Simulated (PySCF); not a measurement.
# Towards the basis-set limit for BS

What constants does extrapolated CCSD(T) give for BS, and what does each step add?

Computed with PySCF 2.14.0. Level: CCSD(T) on ROHF, no relativity in the base curves; scalar relativity is added as a correction.

## 1. The job

| Quantity | Value |
| --- | --- |
| molecule | BS |
| state | doublet, unpaired electrons σ ↑ |
| smaller basis | B cc-pVTZ, S cc-pV(T+d)Z |
| larger basis | B cc-pVQZ, S cc-pV(Q+d)Z |
| frozen core orbitals | 6 |
| extrapolation | correlation as n⁻³ (n = 3, 4), Hartree–Fock as (n+1)·exp(−9√n) |
| corrections | core–valence correlation, scalar relativity |
| distances (Å) | 1.4218, 1.4865, 1.5511, 1.6157, 1.6803, 1.7611, 1.8419 |
| masses (u) | 11.0093, 31.9721 |
| dissociation limit | B + S |

## 2. Coupled cluster at each distance

**Question.** What will these runs give? Wanted: for each run, Re; ωe; ωexe; αe; De.

The runs gave:

```
               level  Re (Å)  ωe (cm⁻¹)  ωexe (cm⁻¹)  αe (cm⁻¹)  De (eV)
CCSD(T)/cc-pVTZ(-PP)  1.6215     1170.1         6.11    0.00567    5.549
CCSD(T)/cc-pVQZ(-PP)  1.6164     1176.9         6.13    0.00568    5.700
              HF/CBS  1.5942     1264.3         5.80    0.00515    4.244
             MP2/CBS  1.6086     1208.3         5.24    0.00527    6.134
            CCSD/CBS  1.6044     1216.0         6.09    0.00548    5.513
         CCSD(T)/CBS  1.6135     1182.1         6.13    0.00568    5.800
      CCSD(T)/CBS+CV  1.6093     1188.4         6.14    0.00570    5.846
   CCSD(T)/CBS+CV+SR  1.6088     1187.1         6.14    0.00571    5.835
```

**Reading.** The last step gives Re = 1.6088 Å, ωe = 1187.1 cm⁻¹ and De = 5.835 eV; the smaller basis alone is off from it by +12.7 mÅ and -0.29 eV. Near the minimum the mean field binds by 4.23 eV and correlation adds 1.57 eV of binding. T1 is 0.032. Spin–orbit coupling and excitations beyond (T) are left out.
